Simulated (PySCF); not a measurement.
**From one method to the next for NaO⁺ (triplet)**

Aim: see what other levels and later steps give for NaO⁺ (triplet).

Method: method and basis as typed in the scripts; program: PySCF 2.14.0.

2 further runs of the same task are left out: 2 that didn't finish.

### Step 1. The system as given

NaO⁺ (triplet): 2 atoms, charge 1, spin multiplicity 3.

Bond lengths: Na1–O2 2.116 Å.

### Step 2. The base run

input.py reads:

```python
from pyscf import gto, scf

mol = gto.M(
    atom='Na 0 0 0; O 0 0 2.116',
    basis='aug-cc-pvdz',
    charge=1,
    spin=2,
    verbose=4,
)
mf = scf.UHF(mol)
mf.kernel()
mf.nuc_grad_method().kernel()
mf.dip_moment()
print('orbital energies (hartree):', [e[max(0, n-3):n+3].round(4) for e, n in zip(mf.mo_energy, mol.nelec)])
```

The run is started by

```sh
OMP_NUM_THREADS=1 python input.py
```

### Step 3. O3lyp (UKS)

Run 1 changes functional: none (Hartree–Fock) → o3lyp; SCF type: UHF → UKS; step after the SCF: gradient → analyze.

input.py reads:

```python
from pyscf import gto, dft

mol = gto.M(
    atom='Na 0 0 0; O 0 0 2.116',
    basis='aug-cc-pvdz',
    charge=1,
    spin=2,
    verbose=4,
)
mf = dft.UKS(mol, xc='o3lyp')
mf.kernel()
mf.analyze()
print('orbital energies (hartree):', [e[max(0, n-3):n+3].round(4) for e, n in zip(mf.mo_energy, mol.nelec)])
```

### Step 4. MP2

Run 2 changes step after the SCF: gradient → mp2; frozen orbitals: none → 2.

Changes to input.py since step 2:

```diff
@@ -1,2 +1,2 @@
-from pyscf import gto, scf
+from pyscf import gto, scf, mp
 
@@ -11,3 +11,3 @@
 mf.kernel()
-mf.nuc_grad_method().kernel()
+mp.MP2(mf, frozen=2).kernel()
 mf.dip_moment()
```

### Step 5. Revpbe (UKS)

Run 3 changes functional: none (Hartree–Fock) → revpbe; SCF type: UHF → UKS; step after the SCF: gradient → analyze.

input.py reads:

```python
from pyscf import gto, dft

mol = gto.M(
    atom='Na 0 0 0; O 0 0 2.116',
    basis='aug-cc-pvdz',
    charge=1,
    spin=2,
    verbose=4,
)
mf = dft.UKS(mol, xc='revpbe')
mf.kernel()
mf.analyze()
print('orbital energies (hartree):', [e[max(0, n-3):n+3].round(4) for e, n in zip(mf.mo_energy, mol.nelec)])
```

### Step 6. CASSCF (ROHF)

Run 4 changes step after the SCF: gradient → casscf; SCF type: UHF → ROHF; active space: none → 8 electrons in 6 orbitals.

input.py reads:

```python
from pyscf import gto, scf, mcscf

mol = gto.M(
    atom='Na 0 0 0; O 0 0 2.116',
    basis='aug-cc-pvdz',
    charge=1,
    spin=2,
    verbose=4,
)
mf = scf.ROHF(mol)
mf.kernel()
mc = mcscf.CASSCF(mf, 6, 8)
mc.kernel()
mc.analyze()
mf.dip_moment()
print('orbital energies (hartree):', mf.mo_energy[..., max(0, mol.nelec[1]-3):mol.nelec[0]+3].round(4))
```

### Step 7. Population analysis

Run 5 changes step after the SCF: gradient → analyze.

Changes to input.py since step 2:

```diff
@@ -11,4 +11,3 @@
 mf.kernel()
-mf.nuc_grad_method().kernel()
-mf.dip_moment()
+mf.analyze()
 print('orbital energies (hartree):', [e[max(0, n-3):n+3].round(4) for e, n in zip(mf.mo_energy, mol.nelec)])
```

What does the calculation give? Wanted: for each run, E(SCF); from base; gap, α spin; after the SCF.

The runs gave:

| run | E(SCF) (hartree) | from base (eV) | cycles | gap, α spin (eV) | after the SCF |
| --- | --- | --- | --- | --- | --- |
| base | -236.470881 | 0 | 9 | 19.04 | n/a |
| o3lyp (UKS) | -237.123869 | not comparable | 8 | 9.70 | n/a |
| MP2 | -236.470881 | 0.0000 | 9 | 19.04 | MP2 correlation -3.043 eV, core frozen |
| revpbe (UKS) | -237.096615 | not comparable | 7 | 8.69 | n/a |
| CASSCF (ROHF) | -236.465191 | +0.1548 | 9 | n/a | CASSCF correlation -0.374 eV |
| population analysis | -236.470881 | 0.0000 | 9 | 19.04 | n/a |

The α-spin gap between the frontier levels is 8.7 eV with revpbe (0 % exact exchange) and 9.7 eV with o3lyp (12 %). Total energies of different functionals can't be compared with each other; differences within one functional can. The dearest run is “CASSCF (ROHF)”, at 6.6 s against 1.7 s.
